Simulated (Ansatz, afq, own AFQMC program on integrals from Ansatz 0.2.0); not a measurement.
Where AFQMC and coupled cluster stand for AlBH, doublet

| atom | x (Å) | y (Å) | z (Å) |
| --- | --- | --- | --- |
| B | 0.0000 | 0.5128 | 1.8155 |
| Al | 0.0000 | 0.1755 | -0.2336 |
| H | 0.0000 | -0.6883 | -1.5819 |

Connectivity, by distances: B–AlH.

Basis 6-31G. Noble-gas cores (and the filled d shells of Ga–Kr and In–Xe) are frozen. Integrals, coupled cluster, full CI and functionals: Ansatz 0.2.0; the random walks run on the same integrals in our own AFQMC program. ph-AFQMC/CISD is guided by a CISD state made of CCSD amplitudes; releasing the constraint for a short imaginary time cuts its bias at the price of noise, slowly where states lie close. Error bars are statistical, one sigma.

Determinant: ROHF, the one that the program's search chose, which needn't be the lowest solution. The geometry is a point of a scan.

Full CI is exact in this basis; its frozen core comes from its own orbitals, which moves totals by up to a few meV.

Cautions: a spin-contaminated unrestricted determinant lies lower (UHF 885 meV lower, ⟨S²⟩ 1.70); the search met a lower determinant of the same kind, perhaps of another symmetry (55 meV lower), and this one is a saddle point; strong correlation (T1 0.076, weight of the determinant 0.79, largest double 0.16); the released energies are still falling, so no released level is given (meV from the phaseless value at times in 1/Eh: -11 ± 4 at 0.24, -18 ± 4 at 0.51, -23.0 ± 2.3 at 0.99, -38 ± 3 at 1.62, -43 ± 5 at 2.40); CCSDTQ on the UHF determinant differs (632 meV higher), so the two series follow different states; full CI with its own frozen core; a state of higher spin lies lower (by 457 meV).

* T1 diagnostic: 0.0762
* weight of the determinant in the CISD state: 0.792
* size of the correlated space: 7 electrons in 18 orbitals

| level | correlation energy (eV) |
| --- | --- |
| MP2 | -1.9758 |
| CCSD | -2.9657 |
| CCSD(T) | -3.1147 |

Question: Estimate where phaseless AFQMC with a CISD trial lies against CCSD(T) on the same integrals.

Answer: 0.2 ± 0.4 kJ/mol above CCSD(T). The gap is under twice the noise, so this walk alone can't tell the two apart.

Reference: full CI, correlation energy -3.195 eV. CCSDTQ lies 1.2 meV above full CI, in part by the other frozen core, which shifts every row alike, so rows that close can't be ranked against it. The cautions show a poor starting determinant, so the rows tell how each method copes with it here, and full CI is the sure value.

```tsv
level	E − E(reference) (kJ/mol)	share of correlation (%)
CCSD(T)	7.7	97.49
CCSDT	1.7	99.44
CCSDT(Q)	0.0	99.99
CCSDTQ	0.1	99.96
ph-AFQMC/CISD	8.0 ± 0.4	97.41
```

CCSDT and higher add their correlation energy to the determinant of the CCSD(T) run, since their own runs factorise the integrals more tightly (a shift of under 2 meV). A walk keeps the symmetry of its determinant, which the program's search chose and which needn't be the lowest solution, so a lower state of the same spin and another symmetry isn't excluded.
